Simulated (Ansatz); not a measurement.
Born–Oppenheimer molecular dynamics of CH4BO (7 atoms, charge 0, multiplicity 2). It starts at the highest image of a converged band, a first-order saddle point between two minima.

Level of theory: UKS PBE-D4/6-31G* (Ansatz 0.2.0).

| Item | Value |
| --- | --- |
| ensemble | NVE (velocity Verlet) |
| time step | 0.5 fs |
| steps asked | 200 |
| starting velocities drawn for | 300 K |
| seed | 10013 |

First frame:

```xyz
7
Properties=species:S:1:pos:R:3
C -0.598 0.767 -0.251
B 0.458 -0.275 -0.219
O 1.397 -0.597 0.733
H -0.776 -0.732 -0.421
H -1.136 1.009 -1.174
H -0.969 1.286 0.650
H 1.685 -1.525 0.637
```

How far do the bonds stretch over the last three quarters of this one trajectory? (Pairs bonded in most of those frames.)


| bond | mean (Å) | spread (Å) | shortest | longest |
| --- | --- | --- | --- | --- |
| C1–B2 | 1.585 | 0.077 | 1.45 | 1.74 |
| C1–H4 | 1.128 | 0.057 | 1.03 | 1.22 |
| C1–H5 | 1.109 | 0.024 | 1.06 | 1.16 |
| C1–H6 | 1.135 | 0.064 | 1.04 | 1.25 |
| B2–O3 | 1.369 | 0.024 | 1.32 | 1.42 |
| O3–H7 | 0.982 | 0.011 | 0.96 | 1.01 |

Mean temperature of the second half: 1033 K. The conserved energy stayed within 0.33 meV per atom of its start (net change 0.14 meV per atom), so the integration is sound. The system heated up, since it started high on the potential surface and ran downhill. A run of 0.1 ps of so small a system gives no equilibrium averages.

Run time: 2.8 min on 1 thread of Intel(R) Xeon(R) 6975P-C (Granite Rapids), on a shared host, peak memory 0.21 GiB.
